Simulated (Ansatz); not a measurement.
Isolated molecules relaxed with PBE0-D4/def2-TZVP in Ansatz; ΔE leaves out vibrations. CCSD(T)/CBS is the MP2 limit (def2-TZVPP, def2-QZVPP) plus CCSD(T) − MP2 in def2-TZVPP, frozen cores. Functionals use def2-TZVPP. B3LYP here is the variant with VWN-RPA as its local correlation; programs differ in this. Each species was taken in one conformer, which may not be the lowest.

Consider the isomerisation: `C=C=C(O)CO` → `COC1C=CO1`.

```tsv
level	ΔE (kJ/mol)	difference from CCSD(T)/CBS
PBE-D4	36.0	-1.4
r2SCAN-D4	37.7	0.3
PBE0-D4	32.0	-5.4
B3LYP-D4	47.9	10.5
PBE	36.5	-0.9
PBE0	32.3	-5.1
B3LYP	48.7	11.3
MP2/def2-TZVPP	30.6	-6.8
SCS-MP2/def2-TZVPP	30.6	-6.8
CCSD/def2-TZVPP	35.9	-1.5
CCSD(T)/def2-TZVPP	34.1	-3.3
HF/def2-QZVPP	42.2	4.8
SCS-MP2/def2-QZVPP	32.6	-4.8
HF/CBS(def2)	42.1	4.7
MP2/CBS(def2)	33.8	-3.6
CCSD/CBS(def2)	39.1	1.7
CCSD(T)/CBS	37.4	0
```

Largest T1 diagnostic among the species: 0.013.

From PBE to PBE0 (25 % exact exchange), in def2-TZVPP and without D4, ΔE moves by −4.2 kJ/mol. In def2-TZVPP, CCSD(T) changes the Hartree–Fock value by −8.6 kJ/mol (the triples alone add −1.8 kJ/mol) and MP2 by −12.1 kJ/mol.
